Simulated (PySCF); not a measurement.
Core-level binding energies of methylidyne cation CH+

Species: methylidyne cation CH+, CH (charge +1 and singlet state).
Geometry (PBE0-D3(BJ)/def2-SVP, Å), atoms numbered from 1 in this order:
```xyz
2
CH angstrom
C      0.5823   -0.0280    0.0014
H     -0.5648   -0.0008   -0.0135
```

Theory: delta-SCF UKS SCAN, pcX-2 on the ionised atom, pcseg-1 elsewhere, spin-free X2C in PySCF. Vertical ΔSCF values, vacuum level as zero.

Task: What binding energy does each computed site have?

Result: 
```json
{"atom(s)": "C1", "environment": "carbon bonded to H", "level": "C 1s", "binding energy (eV)": "312.43", "count": "1"}
```

Task: Which photon energy gives electrons from C 1s of C1 a kinetic energy of 150 eV, and what is their de Broglie wavelength?

Result: hν = 312.43 + 150 = 462.43 eV, recoil neglected; λ = 12.264 Å/√(E/eV) = 1.00 Å.

Task: What is the longest wavelength that can ionise C 1s of C1 vertically?

Result: λ = hc/E = 12398.42 eV Å / 312.43 eV = 39.684 Å.

The species carries charge +1, so core ionisation leaves charge +2. Isolated species at its PBE0-D3(BJ)/def2-SVP geometry, gas phase.

The run took 0.6 s of wall time on Intel Xeon Platinum 8375C at 2.90 GHz, one thread, no GPU, shared host with 128 logical CPUs at a one-minute load of 33, and the process peaked at 0.24 GiB of memory.
